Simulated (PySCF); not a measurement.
These are B3LYP-D3(BJ)/def2-TZVP // PBE0-D4/def2-TZVP in PySCF values and carry that method's errors. Isolated molecules, 0 K electronic values unless said otherwise. B3LYP has the VWN-RPA correlation part, as in Gaussian. Excitations are Tamm–Dancoff values on a coarser integration grid. The basis has no diffuse functions, so Rydberg states are missing or too high.

Reference species (SMILES): `ClB(Cl)Cl` (neutral, multiplicity 1).

The S1 oscillator strength is 0.000, the HOMO–LUMO gap comes out as 6.94 eV and the S1–T1 gap (TDA) is 0.18 eV.

After one change: the S1 oscillator strength is nearly the same; the HOMO–LUMO gap goes up by 1.02 eV; the S1–T1 gap (TDA) rises by 0.34 eV.

Which change was made? The new species is one of these.
A. `CB(Cl)Cl`
B. `CB(C)C`
C. `CB(C)Cl`

B, `CB(C)C`
